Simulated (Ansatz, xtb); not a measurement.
**Two isomers of H4NOSi**

We compare a, `[NH][SiH2]O`, a doublet, with b, `N[SiH]O`, a doublet. Both are isolated molecules in the gas phase, relaxed with B3LYP-D3(BJ)/def2-SVP; the shapes shown needn't be the lowest conformers.

a (Å):

| atom | x (Å) | y (Å) | z (Å) |
| --- | --- | --- | --- |
| N | -0.9865 | 1.1329 | -0.4723 |
| O | 1.2000 | -0.3069 | 0.5796 |
| Si | -0.0002 | -0.3058 | -0.5804 |
| H | -0.7140 | 1.7903 | 0.2720 |
| H | 1.8069 | -1.0549 | 0.6270 |
| H | -0.9200 | -1.4723 | -0.4194 |
| H | 0.5701 | -0.3331 | -1.9612 |

b (Å):

```yaml
atoms:
  - { symbol: N, position_ang: [-0.3624, 0.5317, 0.2064] }
  - { symbol: O, position_ang: [0.7471, -1.9873, 0.4171] }
  - { symbol: Si, position_ang: [0.6610, -0.6310, -0.5653] }
  - { symbol: H, position_ang: [-1.2165, 0.2785, 0.6979] }
  - { symbol: H, position_ang: [0.1606, -1.2003, -1.8647] }
  - { symbol: H, position_ang: [-0.3210, 1.5216, -0.0084] }
  - { symbol: H, position_ang: [1.0023, -1.8104, 1.3315] }
```

Task: Estimate E(b) − E(a) at the level CCSD(T)/def2-SVP + ΔMP2/def2-TZVPP.

Result: Calculated at CCSD(T)/def2-SVP + ΔMP2/def2-TZVPP: E(b) − E(a) = −19.1 kcal/mol, so structure b lies lower.

The same difference at several levels:

| level | geometry | E(b) − E(a) (kcal/mol) | departure from the last row (kcal/mol) | job, with rough time for the two |
| --- | --- | --- | --- | --- |
| GFN2-xTB | GFN2-xTB | −13.4 | +5.7 | optimisation, 0.15 s |
| HF/STO-3G | GFN2-xTB | +1.0 | +20.1 | single point, 0.22 s |
| r2SCAN-D4/def2-SVP | GFN2-xTB | −20.0 | −0.9 | single point, 4.8 s |
| B3LYP-D3(BJ)/def2-SVP | B3LYP-D3(BJ)/def2-SVP | −18.6 | +0.5 | optimisation, 50 s |
| HF/def2-SVP | B3LYP-D3(BJ)/def2-SVP | −8.2 | +10.9 | part of the CCSD(T) run |
| MP2/def2-SVP | B3LYP-D3(BJ)/def2-SVP | −22.5 | −3.4 | part of the CCSD(T) run |
| CCSD(T)/def2-SVP | B3LYP-D3(BJ)/def2-SVP | −17.7 | +1.4 | single point |
| CCSD(T)/def2-SVP + ΔMP2/def2-TZVPP | B3LYP-D3(BJ)/def2-SVP | −19.1 |  | single point, 17 s |

As drawn, b has 1 N–H in place of 1 Si–H.

HF/STO-3G puts the two in the other order. The largest departure from CCSD(T)/def2-SVP + ΔMP2/def2-TZVPP is that of HF/STO-3G, 20.1 kcal/mol. The last row adds to CCSD(T) the change of the MP2 difference between the two basis sets, here −1.4 kcal/mol.

With harmonic frequencies from B3LYP-D3(BJ)/def2-SVP (ideal gas, rigid rotor, one conformer each, 298.15 K, 1 atm): on the last row, ΔE + ΔZPE = −16.5 kcal/mol. A mode under 50 cm⁻¹ makes harmonic enthalpies and free energies unreliable, so none is given.

Open shells are spin-unrestricted. The correlated steps freeze 7 core orbitals. Codes used: Ansatz 0.2.0, xtb 6.7.1; the last row on 1 thread of Arm Neoverse V2 on a shared host.
